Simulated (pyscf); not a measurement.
Elementary routes open to H₃C–InH₂ (SMILES [CH3][InH2]) + CH₃• (SMILES [CH3]) in the gas phase (doublet surface):
A. H₃C–CH₃ (SMILES CC) + InH₂• (SMILES [InH2]) (C–In broken; C–C formed)
B. •H₂C–InH₂ (SMILES [CH2][InH2]) + CH₄ (SMILES C) (C–H broken; C–H formed)

Single points on ωB97X-D3(BJ)/def2-SVP structures (PySCF, gas phase).

Rank the routes by free-energy barrier at 1200 K, lowest first, for ωB97M-D3(BJ)/def2-TZVP energies (ideal gas, 1 atm, RRHO with modes under 100 cm⁻¹ raised to 100, one conformer, R ln 2 for chiral ones without a mode under 150 cm⁻¹).

B (210.8 kJ/mol), A (263.5 kJ/mol)

Route B is the fastest of these, ahead of the next by 52.7 kJ/mol. The most stable products are those of A (ΔG = -61.9 kJ/mol), whose barrier is 52.7 kJ/mol higher: the kinetic and the thermodynamic product differ. At 298 K B is still the fastest. B: On the reactant side the descent ends in a complex (not fully relaxed), 32.0 kJ/mol under the separated species and 83.1 kJ/mol under the saddle at ωB97X-D3(BJ)/def2-TZVP. Only these routes are compared; each barrier is that of the saddle found, and lower ones may exist. Elements past Kr carry the def2 core potentials, without spin-orbit coupling.
